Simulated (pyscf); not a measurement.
This saddle point was located with ωB97X-D3(BJ)/def2-SVP in PySCF.

```xyz
16

Si    -0.6400     0.3457    -1.5156
O     -0.8356    -1.0567    -0.6433
Si    -0.9912    -1.2827     1.0027
O     -1.3147     0.1957     1.6850
Si    -1.4198     1.7305     1.0552
O     -1.2184     1.6031    -0.5952
H      0.9850     0.6512    -1.5280
H     -1.3986     0.2585    -2.7911
H     -2.1316    -2.1993     1.2456
H      0.2661    -1.8370     1.5591
H     -0.3652     2.5939     1.6352
H     -2.7707     2.2798     1.3253
F      1.6140     0.6523     0.5789
C      2.0748     1.1015    -0.6088
F      2.0605     2.4335    -0.6199
H      3.0735     0.6881    -0.8292
```
Charge 0, spin multiplicity 2.

Surface: doublet, charge 0. Lowest wavenumbers (cm⁻¹): 1413i, 34, 59, 74, 95.

What reaction is this the transition state of?

cyclic H₆O₃Si₃ (SMILES O1[SiH2]O[SiH2]O[SiH2]1) + F–CH•–F <-> cyclic H₅O₃Si₃ (SMILES O1[SiH]O[SiH2]O[SiH2]1) [doublet] + F–CH₂–F, a hydrogen abstraction read from left to right: H–Si broken and C–H formed. At ωB97M-D3(BJ)/def2-TZVP it lies +44.0 kJ/mol from the left side and +74.6 kJ/mol from the right (each side as separated species at their lowest minima found). One saddle was located; it need not be the lowest between these sides. The angle at the transferred H is 140°.
